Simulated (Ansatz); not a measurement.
Relaxation of H$_{5}$NOSi (8 atoms, charge 0, multiplicity 1), to a largest force component of 0.03 eV/Å in at most 50 steps.

The calculation used Ansatz, RKS revPBE-D4/def2-SVP.

```xyz
8
Properties=species:S:1:pos:R:3:forces:R:3
Si 0.095 -0.065 -0.909 0.08 0.05 0.17
N 1.380 -0.072 1.816 0.08 -0.13 -0.67
H 0.602 -0.748 1.852 0.08 0.09 0.01
H 0.981 0.865 1.659 0.01 -0.07 0.02
H 1.959 -0.299 0.978 -0.22 0.11 0.47
O -0.724 1.396 -0.570 0.00 -0.08 0.02
H -1.557 1.298 -0.072 0.00 0.03 -0.01
H -0.915 -1.056 -0.222 -0.03 0.01 0.00
```

Question: Where does it end, and by what steps?

Answer: The forces met the threshold. After 18 steps the energy has fallen by 0.607 eV; N2 moved furthest, 0.68 Å. Joined: Si1–N2 (3.01 → 2.17 Å).

| step | energy less start (eV) | largest force component (eV/Å) | accepted |
| --- | --- | --- | --- |
| 0 | 0.0000 | 0.666 | yes |
| 1 | -0.0171 | 0.635 | yes |
| 2 | -0.0236 | 0.629 | yes |
| 3 | -0.0318 | 0.580 | yes |
| 4 | -0.0374 | 0.524 | yes |
| 5 | -0.0408 | 0.202 | yes |
| 6 | -0.0493 | 0.188 | yes |
| 7 | -0.0526 | 0.151 | yes |
| 8 | -0.0588 | 0.181 | yes |
| 9 | -0.0748 | 2.069 | yes |
| 10 | -0.3037 | 2.521 | yes |
| 11 | -0.5499 | 0.411 | yes |
| 12 | -0.5628 | 0.437 | yes |
| 13 | -0.5514 | 0.293 | no |
| 14 | -0.6033 | 0.121 | yes |
| 15 | -0.6048 | 0.209 | yes |
| 16 | -0.6056 | 0.169 | yes |
| 17 | -0.6057 | 0.089 | yes |
| 18 | -0.6068 | 0.018 | yes |

```xyz
8
Properties=species:S:1:pos:R:3
Si 0.138 -0.164 -0.750
N 1.055 -0.119 1.222
H 0.796 -0.877 1.869
H 0.722 0.776 1.611
H 2.083 -0.073 1.180
O -0.558 1.413 -0.490
H -1.419 1.384 -0.037
H -0.996 -1.021 -0.074
```

Whether the end is a true minimum wasn't checked by a vibrational analysis.

Time of the run: 24 s on 1 thread of Intel(R) Xeon(R) Platinum 8488C (Sapphire Rapids), with other jobs on the host, peak memory 0.15 GiB.
